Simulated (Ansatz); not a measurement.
hcp Ru: properties by level of theory

Reference values: lattice constant a 2.706 Å (measured, 293 K, no zero-point or thermal correction, our sources range from 2.700 to 2.706; as tabulated in Wikipedia's data pages); lattice parameter c 4.282 Å (measured, 293 K, no zero-point or thermal correction; as tabulated in Wikipedia's data pages).

| level (code) | lattice parameter a (Å) | c axis length (Å) |
|---|---|---|
| LDA (Ansatz) | 2.676 | (withheld) |
| PBE (Ansatz) | 2.722 | 4.292 |
| r²SCAN-D4 (Ansatz) | 2.699 | 4.256 |
| r²SCAN+rVV10 (Ansatz) | 2.697 | 4.253 |
| Hartree–Fock (Ansatz) | 2.672 | (withheld) |

Task: Some entries are withheld; supply them.

Result: 
- LDA (Ansatz, a program for electronic structure), c axis length (Å): 4.222
- Hartree–Fock (Ansatz), c axis length (Å): 4.188

Differences from the reference values (errors of the level alone only where the reference is corrected to a static lattice):

```tsv
level	lattice constant a (%)	lattice parameter c (%)
LDA	-1.11	-1.40
PBE	+0.59	+0.23
r²SCAN-D4	-0.26	-0.61
r²SCAN+rVV10	-0.33	-0.68
Hartree–Fock	-1.26	-2.20
```

Nearest: lattice constant a, not ranked (reference at room or unstated temperature); lattice parameter c, not ranked (reference at room or unstated temperature).

Ansatz's density-functional and Hartree–Fock values are scalar-relativistic unless marked +SOC, with PAW data made under PBE.

Differences are worked out from the printed values.
